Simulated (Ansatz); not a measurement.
This script makes the interaction energy of a dimer with the counterpoise correction of CHNS, SMILES N#CS with Ansatz 0.2.0 through its Python package.

Script `dimer_chns.py`:
```python
"""Binding of a CHNS dimer at a trial geometry."""

import ansatz as az

FIRST = [
    ("N", (0.9904, -0.2251, 1.4991)),
    ("C", (0.3572, -0.2794, 0.488)),
    ("S", (-0.5242, -0.3899, -0.9767)),
    ("H", (-0.8235, 0.8944, -1.0103)),
]
SECOND = [
    ("N", (-0.6184, -3.3865, 1.0655)),
    ("C", (0.4526, -3.3517, 0.5382)),
    ("S", (1.9687, -3.2951, -0.2573)),
    ("H", (2.5439, -4.1534, 0.5629)),
]

def energy(atoms, ghosts=()):
    molecule = az.Crystal.molecule()
    for symbol, xyz in atoms:
        molecule = molecule.atom(symbol, xyz)
    calc = (
        molecule.calculation()
        .basis(gaussian="def2-SVP")
        .functional("r2scan", dispersion="d3bj")
    )
    deck = calc.input()
    if ghosts:
        deck = deck.set(az.key.basis.gaussian.ghost_atoms, [{"symbol": s, "position_ang": list(xyz)} for s, xyz in ghosts])
    return az.Session.from_dict(deck).plan().execute().report["free_energy_ev"]

# ghost atoms carry the functions of the partner
both = energy(FIRST + SECOND)
alone = energy(FIRST) + energy(SECOND)
ghosted = energy(FIRST, SECOND) + energy(SECOND, FIRST)
print(f"dimer {both:.6f} eV")
print(f"interaction, uncorrected   {23.060548 * (both - alone):8.3f} kcal/mol")
print(f"interaction, counterpoise  {23.060548 * (both - ghosted):8.3f} kcal/mol")
print(f"basis-set superposition    {23.060548 * (alone - ghosted):8.3f} kcal/mol")
```

How large is the interaction at this pose, and how much of it is basis-set superposition?

Uncorrected it is -1.270 kcal/mol, with the counterpoise correction -0.669 kcal/mol; the difference, 0.60 kcal/mol, is the superposition error.

The run itself:

```console
$ python dimer_chns.py
DeckWarning: the engine holds no damping parameters fitted to this dispersion correction and functional, so the run takes those fitted to r2scan beside the three-body term, which d3bj leaves out (hamiltonian.dispersion, under Limitations)
dimer -26739.999053 eV
interaction, uncorrected     -1.270 kcal/mol
interaction, counterpoise    -0.669 kcal/mol
basis-set superposition       0.601 kcal/mol
```
(Warnings from the package without file and line.)

What to keep in mind:
- Total energies depend on the basis set; only differences at equal settings carry meaning.
- The dimer is a generated trial pose of unrelaxed monomers, not a minimum, so the figure is no binding energy, and the basis set is small.
- A dispersion term here runs with damping parameters fitted for another variant or functional.
- Run time: 14 s on 1 thread of Arm Neoverse V2, with other jobs on the host, peak memory 0.21 GiB.

(Lines on the test bed's own set-up are left out of the output.)
